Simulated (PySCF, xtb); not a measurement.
chlorine (Cl2), SMILES ClCl.

Harmonic wavenumbers (cm⁻¹) from GFN2-xTB run with xtb 6.7.1 at its own minimum, in rising order: 506.

### Question
What does B3LYP-D3(BJ)/def2-TZVPD (PySCF 2.14.0) give at its own minimum? (The exact figures need the calculation; the answer reports its results.)

### Answer
540. Paired by order, the mean absolute difference is 34 cm⁻¹ and the zero-point energies are 0.7 and 0.8 kcal/mol.
